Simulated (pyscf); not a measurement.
HO–PH–O–SiH₃ → HO–PH–OH + SiH₂ [singlet], a 1,1-elimination (singlet surface; O–Si, H–Si broken, H–O formed). Structures and frequencies: ωB97X-D3(BJ)/def2-SVP in PySCF. MP2 and CC: frozen core, UHF for open shells. ΔMP2 is the change of the MP2 total energy from the triple- to the quadruple-zeta basis. Energies in eV from the reactant's lowest minimum found.

Small-basis levels: PySCF, no dispersion term, spherical d functions. AM1 to PM7: differences of heats of formation from MOPAC. GFN2-xTB: tblite. Cost: rough CPU time at the saddle relative to B3LYP/6-31G*, from one job on a shared machine.

```csv
level,barrier,reaction energy,cost
MP2/6-31G*,3.69,+3.60,0.1
M06-2X/6-31G*,3.62,+3.53,2
B3LYP/6-311+G**,3.36,+3.07,2
B3LYP/def2-SVP,3.37,+3.27,1
GFN2-xTB,3.68,+3.71,under 0.02
PM3,3.40,+3.91,under 0.02
PM6,3.79,+5.10,under 0.02
CCSD(T)/def2-TZVPP + ΔMP2(QZVPP),3.61,+3.39,–
```

Against the last row the barrier runs from -0.25 (B3LYP/6-311+G**) to +0.18 eV (PM6); M06-2X/6-31G* happens to lie closest here (0.00 eV apart). At GFN2-xTB, PM3, PM6 this geometry lies under one side, so the entry may be no barrier of that level: it is a single point on another level's saddle. CCSD(T)/def2-TZVPP + ΔMP2(QZVPP) has limits of its own. On the product side the descent ends in an adduct with a O–Si contact, 0.80 eV under the separated species and 0.86 eV under the saddle at ωB97X-D3(BJ)/def2-TZVP. What is counted as broken (O–Si) persists as a longer contact in the product adduct; parting that adduct is a step of its own. At ωB97X-D3(BJ) the barrier from the zero used here is 3.72 eV. HO–PH–O–SiH₃ lies 0.70 eV over its isomer HO–SiH₂–O–PH₂, and others may lie lower still (electronic energy, ωB97M-D3(BJ)). This is the saddle that the search found; another between the same sides may lie lower. The CCSD(T) − MP2 part came from Ansatz, without density fitting, on the same reference.
